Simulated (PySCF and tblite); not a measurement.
Results of a calculation; reference values are marked as such.
Dynamics report: rearrangement

System: H2Al(BH4), with the starting minimum (Å):

```
 1 Al   -0.863   -0.546   -0.489
 2 H     0.072    0.937   -0.546
 3 B     0.812    0.494    0.400
 4 H     0.407   -0.680    0.713
 5 H    -0.554   -1.452   -1.740
 6 H    -2.266   -0.313    0.188
 7 H     0.623    1.194    1.350
 8 H     1.912    0.371   -0.051
```

Motion: exchange of bridging H2 and terminal H7. The path came from a restrained scan, a climbing-image band and a saddle search at GFN2-xTB; energies are PBE0/pcSseg-1 + D3(BJ), IEF-PCM acetonitrile//PBE0-D3(BJ)/def2-TZVP, thermal terms GFN2-xTB. Rate constants are transition-state-theory values, counting equivalent paths, without tunnelling. Run with tblite and PySCF.

```
 point  symmetry  E(GFN2) kcal/mol  E(DFT) kcal/mol  ZPE change kcal/mol  lowest mode cm⁻¹  dipole D
 start        Cs               0.0              0.0                 0.00               176      1.57
saddle        Cs               1.4              5.4                -0.35              234i      0.59
   end        Cs               0.0              0.0                 0.00               175      1.57
```

```json
{
  "Electronic barrier": "5.4 kcal/mol",
  "Barrier with zero-point energy": "5.0 kcal/mol",
  "ΔH‡ (298 K)": "4.7 kcal/mol",
  "ΔS‡ (298 K, symmetry apart)": "-2.1 cal/(mol K)",
  "Paths": "2 equivalent paths",
  "End point": "the same structure with atoms interchanged, or its mirror image",
  "Mean lifetime of the start against this motion at 298 K": "680 ps",
  "Cost": "58 s on 1 thread of Arm Neoverse V1, on a host shared with other jobs (rough), peak memory 0.44 GiB, launched as `OMP_NUM_THREADS=1 python ens_run.py task.json out`"
}
```

```tsv
T/K	ΔG‡ kcal/mol	k s⁻¹
200	5.2	1.8×10⁷
250	5.3	2.6×10⁸
298	5.4	1.5×10⁹
350	5.5	5.6×10⁹
400	5.6	1.5×10¹⁰
```

ΔG and ΔG‡ leave out symmetry numbers and mirror images; rates count paths: 2 out.
